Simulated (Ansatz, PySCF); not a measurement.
tetrafluoromethane (CF₄), SMILES FC(F)(F)F. Atoms are numbered in the order given.

```xyz
5

F      0.7639    -0.7639     0.7639
C      0.0000     0.0000     0.0000
F     -0.7639    -0.7639    -0.7639
F     -0.7639     0.7639     0.7639
F      0.7639     0.7639    -0.7639
```

Coordinates come from a B3LYP-D3(BJ)/def2-SVP optimisation.

Two levels are set side by side: PBE-D3(BJ)/def2-SVP (Ansatz, a first-principles code) and B3LYP-D3(BJ)/def2-SVP (PySCF). Each level has its own optimised geometry; the coordinates shown are those of the second. Frequencies come from the Hessian of PySCF at each geometry. Differences are taken from unrounded values.

```
quantity                            B3LYP-D3(BJ)  PBE-D3(BJ)  PBE-D3(BJ) minus B3LYP-D3(BJ)
----------------------------------  ------------  ----------  -----------------------------
mean bond length (Å)                       1.323       1.334                          0.011
bond F1–C2 (Å)                             1.323       1.334                          0.011
bond C2–F3 (Å)                             1.323       1.334                          0.011
bond C2–F4 (Å)                             1.323       1.334                          0.011
bond C2–F5 (Å)                             1.323       1.334                          0.011
highest harmonic wavenumber (cm⁻¹)          1305        1254                            -50
mean harmonic wavenumber (cm⁻¹)              844         813                            -31
zero-point energy (kcal/mol)               10.86       10.46                          -0.40
```

Exact exchange shortens and stiffens bonds; PBE has none. Differences between two approximate levels are no errors against the true value.
